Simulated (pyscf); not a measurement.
# Four-centre exchange: `[SH][GaH2]` + `[H][H]` → `[SH][GaH2]` + `[H][H]`

Gas phase, singlet surface, charge 0. Bonds broken: S1–H6, H3–H7. Bonds formed: S1–H3, H6–H7. Single points on ωB97X-D3(BJ)/def2-SVP structures (PySCF, gas phase).

Transition state (Å):

```xyz
7

S      0.4389    -0.5230     0.6032
Ga    -1.7192    -0.1858     0.6664
H      0.3156    -0.3346    -1.1848
H     -2.3199     0.4293    -0.6512
H     -2.5574    -0.5396     1.9313
H      0.4645     0.5579    -0.8388
H      0.3172     0.4483    -1.8473
```

One imaginary mode, 2775i cm⁻¹; descent along it reached the two sides named.

```
bond   change  reactant side (Å)  saddle  product side
-----  ------  -----------------  ------  ------------
S1–H6  breaks              1.348   1.802           3.3
H3–H7  breaks              0.760   1.026           3.1
S1–H3   forms                3.3   1.802         1.348
H6–H7   forms                3.1   1.025         0.760
```

Electronic energies relative to the separated reactants (kJ/mol):

```tsv
level	barrier	reaction energy	reverse barrier
ωB97X-D3(BJ)/def2-TZVP	311.7	0.0	311.7
PBE/def2-TZVP	258.9	0.0	258.9
r²SCAN/def2-TZVP	278.1	0.0	278.1
B3LYP-D3(BJ)/def2-TZVP	291.3	0.0	291.3
PBE0-D3(BJ)/def2-TZVP	278.5	0.0	278.5
M06-2X/def2-TZVP	313.1	0.0	313.1
ωB97M-D3(BJ)/def2-TZVP	305.3	0.0	305.3
HF/def2-TZVP	390.5	0.0	390.5
```

With ωB97M-D3(BJ)/def2-TZVP energies and thermal terms (ideal gas, 1 atm, RRHO with modes under 100 cm⁻¹ raised to 100, one conformer, R ln 2 for chiral ones without a mode under 150 cm⁻¹), in kJ/mol:

```csv
T (K),ΔH‡,ΔG‡,ΔH,ΔG
298,303.2,336.8,0.0,0.0
600,300.2,372.2,0.0,0.0
900,300.1,408.3,0.0,0.0
1200,301.3,444.2,0.0,0.0
```

The same reactants have a lower exit, to H₂S + GaH₃ (barrier +117.1 kJ/mol at ωB97M-D3(BJ)/def2-TZVP, against +305.3 kJ/mol here). Another saddle between the same species, by other bonds, lies lower (147.2 kJ/mol against 305.3 kJ/mol at ωB97M-D3(BJ)/def2-TZVP). Elements up to Kr have no core potential and no relativistic terms here.
